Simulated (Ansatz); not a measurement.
A made-up structure of C2H3B, singlet:

```xyz
6
angstrom
B -1.3425 -0.0994 -0.7891
C -0.1752 -0.0126 -0.1028
C 0.9562 0.0708 0.5620
H 0.5125 -0.0372 1.5186
H 1.9116 -0.2158 0.1212
H 1.0007 0.4311 1.5904
```

It is relaxed with PBE-D4/def2-SVP and then PBE0-D4/def2-TZVP (Ansatz 0.2.0). Atoms count as bonded within 1.22 times the sum of their covalent radii (H–H: 0.88 Å). The end point is not checked to be a true minimum.

Question: Does its bonding change? (A judgement: the text doesn't fix the answer.)

Answer: By the calculation: Yes. Formed: none; broken: H4–H6.

Where it ends: The first stage lowers the energy by 4.01 eV in 10 steps. It ends as C₂H₃B ([B][C][CH3]):
```csv
atom,x (Å),y (Å),z (Å)
B1,-1.2044,0.1644,-0.9894
C2,-0.3714,-0.1985,0.0768
C3,0.8687,0.0357,0.7734
H4,0.8562,-0.6954,1.6034
H5,1.7674,-0.1894,0.1912
H6,0.9468,1.0202,1.2448
```

Labels in which every atom is bracketed show which atoms are joined, not bond orders.

For scale, one of the runs: PBE0-D4/def2-TZVP relaxation, 111 basis functions, launched by `ansatz run in.yaml --threads 2 --pin off --events-out ev --progress --plain --max-ram 4352MiB`. The run took about 21 s on 2 CPU threads of an Arm Neoverse V1 (shared host).
